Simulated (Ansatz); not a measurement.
## Scan of BH$_{2}$⁻, triplet

Starting geometry (PBE0/def2-TZVPD stationary point for this spin, not checked as a minimum):

```yaml
atoms:
  - { symbol: B, position_ang: [0.0000, -0.0819, 0.0000] }
  - { symbol: H, position_ang: [0.0000, 0.4392, -1.0911] }
  - { symbol: H, position_ang: [0.0000, 0.4392, 1.0911] }
```

From there the angle named below is changed in its plane at fixed bond lengths, both arms turning rigidly about the middle atom; atoms are numbered as listed. Energies are in eV, counted from the starting geometry at the same level. Kohn–Sham curves are unrestricted where that lies lower.

Basis 6-31++G** (Cartesian d functions); Ansatz 0.2.0. Correlated methods freeze the noble-gas cores.

Full CI is exact within this basis and frozen core; it isn't the basis-set limit.

| angle H2-B1-H3 (°) | B2PLYP |
| --- | --- |
| 69.0 | 1.709 |
| 87.7 | 0.751 |
| 105.2 | 0.230 |
| 121.3 | 0.024 |
| 128.9 | 0.000 |
| 139.0 | 0.025 |
| 159.4 | 0.185 |
| 180.0 | 0.292 |

Estimate the full CI curve in 6-31++G** from this one, knowing how B2PLYP differs from it in such a basis.

The computed full CI values, in eV from the starting point, and the difference of B2PLYP against them:
```json
{"angle H2-B1-H3 (°)": "69.0", "full CI": "1.707", "B2PLYP less full CI": "0.002"}
{"angle H2-B1-H3 (°)": "87.7", "full CI": "0.749", "B2PLYP less full CI": "0.002"}
{"angle H2-B1-H3 (°)": "105.2", "full CI": "0.224", "B2PLYP less full CI": "0.006"}
{"angle H2-B1-H3 (°)": "121.3", "full CI": "0.021", "B2PLYP less full CI": "0.003"}
{"angle H2-B1-H3 (°)": "128.9", "full CI": "0.000", "B2PLYP less full CI": "0.000"}
{"angle H2-B1-H3 (°)": "139.0", "full CI": "0.031", "B2PLYP less full CI": "-0.006"}
{"angle H2-B1-H3 (°)": "159.4", "full CI": "0.216", "B2PLYP less full CI": "-0.031"}
{"angle H2-B1-H3 (°)": "180.0", "full CI": "0.348", "B2PLYP less full CI": "-0.056"}
```

The difference spans 0.062 eV and is largest, -0.056 eV, at 180.0 °.

In so small a basis the reference is far from its limit. A double hybrid takes much of its correlation from a semilocal functional, which needs less basis, so its difference from the reference holds the reference's basis and frozen-core error beside its own.
